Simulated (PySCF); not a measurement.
# Two probes of the same atoms: core binding energy and nuclear shielding

Compound: C₂H₂FN₃.
Bonds: F1–C2, C2–N3 (aromatic), N3–C4 (aromatic), C4–N5 (aromatic), N5–N6 (aromatic), C2–N6 (aromatic). Hydrogens: H7 on C4; H8 on N5.

Binding energies: delta-SCF UKS SCAN, pcX-2 on the ionised atom, pcseg-1 elsewhere, spin-free X2C (PySCF 2.14.0). Shieldings: GIAO PBE0/pcSseg-1, non-relativistic, same geometry.

```
atom  isotropic shielding (ppm)
  N3                        4.5
  N5                       52.0
  N6                      -16.5
```

**Question.** What are the N 1s binding energies of these atoms?

**Answer.** 
```
atom             environment  N 1s (eV)  isotropic shielding (ppm)
  N3  pyridine-type nitrogen     405.55                        4.5
  N6  pyridine-type nitrogen     406.17                      -16.5
  N5   pyrrole-type nitrogen     408.10                       52.0
```

**Question.** Among the listed atoms, is the one with the highest binding energy also the least shielded?

**Answer.** No. The highest binding energy is at N5 (408.10 eV, shielding 52.0 ppm), the lowest shielding at N6 (-16.5 ppm, 406.17 eV).

By binding energy: N3 < N6 < N5. By shielding: N6 < N3 < N5.

Isolated species at its PBE0-D3(BJ)/def2-SVP geometry, gas phase.
